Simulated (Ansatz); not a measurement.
Structure relaxation of BaSO4

Theory: DFT PBEsol, scalar-relativistic, plane waves, PAW (Ansatz 0.2.0). Cutoff 420 eV, Γ-centred k mesh, Gaussian smearing, no spin polarisation in the final step.

BaSO4 was placed on the scheelite structure type (I4_1/a, No. 88), with Ba in place of Ca, S in place of W, at a guessed volume.

```xyz
12
Lattice="-2.8944 2.8944 6.2790 2.8944 -2.8944 6.2790 2.8944 2.8944 -6.2790" Properties=species:S:1:pos:R:3 pbc="T T T"
Ba    2.8944    0.0000    3.1395
Ba    0.0000    0.0000    6.2790
S     0.0000    2.8944    3.1395
S     0.0000    0.0000    0.0000
O     0.8724    1.4970    4.2145
O     1.3974    0.8724    1.0750
O     2.0220    1.3974   -2.0645
O     1.4970    2.0220    7.3540
O     2.0220   -1.4970    5.2040
O     1.4970   -0.8724    8.3435
O     0.8724    4.3914   -1.0750
O     1.3974    3.7668    2.0645
```

Cell and atoms relax at zero pressure; the relaxation can't lower the symmetry of the start. After a coarse first stage the cell is made exact in the group found at 0.06 Å.

The zero of energy is the elements' standard structures at the same level (O₂ as a molecule); no fitted shifts are applied.

Question: Describe the relaxed structure.

Answer: It keeps I4_1/a (No. 88), but not the shape of the type it started on. Conventional cell: a = 5.106 Å, c = 13.047 Å. Ba is coordinated by 8 O at 2.77–2.90 Å and 4 O at 3.09 Å (next S at 3.61 Å); S is coordinated by 4 O at 1.49 Å; O has 1 S at 1.49 Å.

```xyz
12
Lattice="-2.5530 2.5530 6.5233 2.5530 -2.5530 6.5233 2.5530 2.5530 -6.5233" Properties=species:S:1:pos:R:3 pbc="T T T"
Ba    2.5530    0.0000    3.2616
Ba    0.0000    0.0000    6.5233
S     0.0000    2.5530    3.2616
S     0.0000    0.0000    0.0000
O     0.1123    1.3257    4.0962
O     1.2273    0.1123    0.8346
O     2.4407    1.2273   -2.4271
O     3.8787   -0.1123    0.8346
O     2.4407   -1.3257    5.6887
O     1.3257   -0.1123    8.9503
O     2.6654    1.3257    5.6887
O     1.2273    2.6654    2.4271
```

Question: What are its volume, energy, density and gap?

Answer: The volume per atom is 14.17 Å³. The density is 4.56 g/cm³ and the energy over the elements is -2.316 eV/atom. The gap on the 6×6×6 mesh is 5.95 eV.

The final run used a 6×6×6 mesh on its 12-atom cell and 0.02 eV smearing. Symmetry constrained the relaxation, so the result can be a saddle point. The steps took of the order of 7 core-minutes in all.